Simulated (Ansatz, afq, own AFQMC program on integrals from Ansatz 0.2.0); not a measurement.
# Where AFQMC and coupled cluster stand for SiGeH3⁺, singlet

```yaml
atoms:
  - { symbol: Si, position_ang: [-0.0291, 0.0911, 1.6863] }
  - { symbol: Ge, position_ang: [0.0129, -0.0156, -0.6336] }
  - { symbol: H, position_ang: [0.2341, -1.4090, 1.7523] }
  - { symbol: H, position_ang: [-0.3266, -1.2336, -1.5256] }
  - { symbol: H, position_ang: [-0.0229, 1.2257, -1.5544] }
```

Connectivity, by distances: SiH–GeH2.

Basis cc-pVDZ. Noble-gas cores (and the filled d shells of Ga–Kr and In–Xe) are frozen. Integrals, coupled cluster, full CI and functionals: Ansatz 0.2.0; the random walks run on the same integrals in our own AFQMC program. The CISD trial takes its coefficients from CCSD amplitudes. Released means that phaseless walkers are propagated on without the constraint, phases kept. Uncertainties: one standard error, sampling alone. No spin–orbit coupling.

Determinant: RHF, the one that the program's search chose, which needn't be the lowest solution. The geometry is a PBE0/def2-TZVP stationary point of this or a neighbouring charge and spin state.

No full CI on the walks' own integrals is used here; CCSDTQ serves as the reference and is uncertain by about the last step of the cluster series.

Cautions: no relativity below Rb; no spin-orbit coupling; inner d shell frozen; restricted determinant unstable towards unrestricted (UHF 234 meV lower, ⟨S²⟩ 0.64); raised T1 diagnostic (T1 0.024, weight of the determinant 0.86, largest double 0.08); the released energies are still falling, so no released level is given (meV from the phaseless value at times in 1/Eh: -3 ± 3 at 0.24, -4 ± 3 at 0.51, -8 ± 4 at 0.99, -10 ± 3 at 1.62, -14 ± 3 at 2.40), though the last usable value meets CCSDTQ within the noise.

```
T1 diagnostic                               : 0.0236
weight of the determinant in the CISD state : 0.855
size of the correlated space                : 10 electrons in 41 orbitals
```

```tsv
level	correlation energy (eV)
MP2	-4.1072
CCSD	-5.2940
CCSD(T)	-5.4357
```

**Question.** Estimate where phaseless AFQMC with a CISD trial lies against CCSD(T) on the same integrals.

**Answer.** 2.9 ± 0.3 kJ/mol below CCSD(T).

Reference: CCSDTQ, correlation energy -5.480 eV.

```csv
level,E − E(reference) (kJ/mol),share of correlation (%)
CCSD(T),4.3,99.20
CCSDT,0.9,99.83
CCSDT(Q),0.1,99.98
ph-AFQMC/CISD,1.4 ± 0.3,99.74
```

CCSDT and higher add their correlation energy to the determinant of the CCSD(T) run, since their own runs factorise the integrals more tightly (a shift of under 2 meV).
